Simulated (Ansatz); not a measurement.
C2H4, SMILES `C=C` (lower singlet) (charge 0, multiplicity 1). This singlet lies 2.98 eV below the relaxed triplet at the level composite: frozen-core CCSD(T) with HF/cc-pVQZ and the correlation energy extrapolated as X^-3 from cc-pVTZ and cc-pVQZ, plus CCSDT(Q) minus CCSD(T) in cc-pVDZ // B3LYP-D3(BJ)/def2-TZVP (Ansatz, a first-principles code).

Cartesian coordinates (Å):
```xyz
6

C      0.6614    -0.0313     0.0145
C     -0.6614     0.0313    -0.0145
H      1.2152     0.0408     0.9429
H      1.2461    -0.1573    -0.8888
H     -1.2461     0.1573     0.8888
H     -1.2152    -0.0408    -0.9429
```
Charge 0, spin multiplicity 1.

Frozen-core energies in 6-31g from Ansatz at a geometry from B3LYP-D3(BJ)/def2-TZVP; the HF reference has <S^2> = 0.00 (restricted, and unstable towards unrestricted orbitals) and the T1 diagnostic is 0.009.

```
level  energy (Ha)
-----  -----------
HF       -78.00418
MP2      -78.18327
CCSD     -78.21060
```

**Question.** Estimate the energies of CCSD(T), CCSDT, CCSDT(Q) and CCSDTQ, and give each level's difference from CCSDTQ.

**Answer.** 
| level | energy (Ha) | difference from CCSDTQ (mHa) |
|---|---|---|
| MP2 | -78.18327 | 33.14 |
| CCSD | -78.21060 | 5.81 |
| CCSD(T) | -78.21575 | 0.66 |
| CCSDT | -78.21608 | 0.33 |
| CCSDT(Q) | -78.21645 | -0.03 |
| CCSDTQ | -78.21641 | 0.00 |
